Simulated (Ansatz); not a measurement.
Geometry optimisation, RKS PBE0-D4/def2-SVP in Ansatz 0.2.0.

The input (input.yaml):

```yaml
crystal:
  periodic: [false, false, false]
  atoms:
    - { symbol: B, position_ang: [-0.014625, 0.408565, 0.034059] }
    - { symbol: F, position_ang: [0.012845, 1.030576, 1.200405] }
    - { symbol: H, position_ang: [1.037033, 0.233095, -0.541578] }
    - { symbol: H, position_ang: [-1.087148, 0.170936, -0.470757] }
    - { symbol: Si, position_ang: [0.106808, -2.575519, 1.038552] }
    - { symbol: H, position_ang: [-0.69439, -3.038139, -0.132668] }
    - { symbol: H, position_ang: [1.53303, -2.965677, 0.858329] }
    - { symbol: H, position_ang: [-0.445332, -3.14352, 2.306495] }
    - { symbol: H, position_ang: [0.036079, -1.104716, 1.164564] }
basis:
  gaussian: { orbitals: def2-SVP }
hamiltonian:
  xc: pbe0
  dispersion: d4
relax:
  f_tol: 0.03
  max_steps: 50
```

Launched with:

```bash
$ ansatz run input.yaml --threads 1 --pin off --max-ram 2048MiB --backend cpu --events-out ev --progress --plain --runs-dir out
```

Where does it end, and by what steps?

It converged. The force dipped under the threshold on the way, but the program's further checks kept it going. After 17 steps the energy has fallen by 0.114 eV; F2 moved furthest, 0.60 Å.

```csv
step,energy less start (eV),largest force component (eV/Å),accepted
0,0.0000,0.554,yes
1,-0.0497,0.802,yes
2,-0.0594,0.638,yes
3,-0.0883,0.331,yes
4,-0.0953,0.116,yes
5,-0.1013,0.143,yes
6,-0.1033,0.148,yes
7,-0.1068,0.029,yes
8,-0.1038,0.287,no
9,-0.1083,0.095,yes
10,-0.0917,0.438,no
11,-0.1104,0.022,yes
12,-0.1115,0.029,yes
13,-0.1127,0.057,yes
14,-0.1128,0.075,yes
15,-0.1132,0.046,yes
16,-0.1135,0.049,yes
17,-0.1143,0.009,yes
```

```xyz
9
Properties=species:S:1:pos:R:3
B -0.030 0.534 -0.057
F 0.181 1.477 0.839
H 0.937 -0.004 -0.550
H -1.172 0.291 -0.369
Si 0.116 -2.665 1.115
H -0.591 -2.839 -0.187
H 1.580 -2.882 0.934
H -0.423 -3.625 2.122
H -0.113 -1.271 1.611
```

Time of the run: 32 s on 1 thread of Intel(R) Xeon(R) Platinum 8488C (Sapphire Rapids), with other jobs on the host, peak memory 0.16 GiB.
